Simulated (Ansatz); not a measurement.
in.yaml

```yaml
crystal:
  periodic: [false, false, false]
  atoms:
    - {symbol: B, position_ang: [0.000000, 0.000000, 0.212267]}
    - {symbol: S, position_ang: [0.000000, 0.000000, -1.385533]}
    - {symbol: H, position_ang: [0.000000, 0.000000, 1.173267]}
basis:
  gaussian: {orbitals: 6-31G}
correlation: {method: fci, electrons: outside_noble_gas}
```

```sh
$ ansatz run in.yaml --threads 1 --pin off --events-out ev --progress --plain --max-ram 2393MiB
```

Log:

```
482 factors; integrals over basis functions are off by at most 1.1e-7 eV
mean field evaluation 1: about -11501.6036 eV, gradient 1.7e1 eV
mean field evaluation 2: about -11501.6087 eV, gradient 1.7e1 eV
mean field evaluation 4: about -11502.7253 eV, gradient 1.5e0 eV
mean field evaluation 8: about -11502.7368 eV, gradient 6.6e-6 eV
mean field -11502.73681308 eV, -422.7177810455 hartree, gradient 1.1e-6 eV, S^2 0.000000; 0 other end points of the search recorded, 0 dependent functions left out
6 core orbitals not correlated: weight in the atoms' cores, before any rotation towards them, 1.000 or more for the frozen orbitals, at most 0.000 for the correlated occupied ones
reference -11502.73681308 eV, -422.7177810455 hartree; 5, 5 occupied and 13, 13 virtual orbitals, 482 factors
state -11506.21972846 eV, -422.8457758252 hartree
Total energy: -11506.21972846 eV, -422.8457758252 hartree
```

Natural occupations: 1.9884 1.9767 1.9676 1.9380 1.9380 0.0586 0.0586 0.0283 0.0104 0.0090 0.0065 0.0063 0.0063 0.0037 0.0012 0.0012 0.0008 0.0003.

Ran on 1 thread of Arm Neoverse V2, shared host: 91 s wall, 1.2 GiB peak host memory.
